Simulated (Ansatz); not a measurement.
We consider zinc-blende HgTe, described by B3LYP (VWN-RPA form) (Ansatz, a quantum-chemistry and plane-wave program, plane waves, PAW).

Run with plane-wave cutoff 460 eV, 8×8×8 k mesh, Fermi–Dirac smearing 0.01 eV, scalar-relativistic PAW data made under PBE.

The volume scan:

| V (Å³/atom) | E − E_lowest (meV/atom) | P (GPa) |
|---|---|---|
| 35.865 | 11.05 | 1.959 |
| 36.809 | 2.66 | 0.910 |
| 37.227 | 0.82 | 0.493 |
| 37.752 | 0.00 | 0.008 |
| 38.696 | 2.27 | -0.766 |
| 39.640 | 8.75 | -1.429 |

Fit the third-order Birch–Murnaghan equation and give B0 and B′.

V0 = 37.766 Å³/atom, B0 = 33.3 GPa, B′ = 5.2 (fit to the energies at full precision).

Measured, for comparison: bulk modulus 42.3 GPa (temperature not stated, not corrected to a static lattice; as tabulated in Toher et al. (2017), arXiv:1611.05714); equilibrium volume per atom 33.70 Å³/atom (room temperature, not corrected to a static lattice; as tabulated in Cava et al. (2013), arXiv:1302.1059). Computed (rounded) less measured: bulk modulus -21 %, equilibrium volume per atom +12.1 %.

Note: the cell is over a tenth larger than the published one (another phase or state, or a fault of the published cell, is possible).

Spin–orbit coupling is not included; it can open a gap where bands touch, and shift volumes and moduli.

The computed numbers hold no vibrational or temperature effects.
